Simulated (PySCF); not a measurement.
Gas-phase reaction: 2 C4H10 (n-butane) → C4H8 (isobutene) + 2 C2H6

Method: PySCF energies plus ideal-gas RRHO corrections (1 bar). Table values come from the NASA 1993 polynomials. † marks an energy on the PBE0/def2-TZVP geometry and frequencies. All species are closed-shell singlets. B3LYP is the form with VWN-RPA correlation.

Levels: a) r2SCAN/def2-TZVP†; b) B3LYP/def2-TZVP†; c) BLYP/def2-TZVP†.

Problem. Order the levels by the distance of their ΔH°(298 K) from the table for this reaction, closest first.

Solution. a (+0 kJ), b (-23 kJ), c (-40 kJ)

The table gives 67 kJ. The order holds for this reaction alone, and for the 1993 entries, some of which have been revised since.
